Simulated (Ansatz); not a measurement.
Basis-set extrapolation for C$_{2}$H$_{5}$NOS, SMILES `N=C(S)CO` (PBE0-D4/def2-TZVP geometry, frozen core, Ansatz). Multiplicity 1, RHF reference.

```
                      def2-TZVPP   def2-QZVPP
                 HF  -605.562520  -605.583251
    MP2 correlation    -0.949902    -1.020793
CCSD(T) correlation    -1.028294      not run
```

Energies in hartree. Use E(X) = E(∞) + A·exp(−7.88·√X) for Hartree–Fock and E(X) = E(∞) + B·X^(−2.97) for correlation, with X = 3 and 4, and add CCSD(T) minus MP2 of the smaller set to the MP2 limit.

Task: What is the CCSD(T) energy at the basis-set limit?

Result: HF limit: -605.583251 + (-0.020731) × 0.13774 = -605.58611. MP2 limit: -1.020793 + (-0.070891) × 0.74074 = -1.07330. Higher-order term: -1.028294 − (-0.949902) = -0.07839. Total: -606.73780 hartree, 385.9 kJ/mol below CCSD(T)/def2-TZVPP.
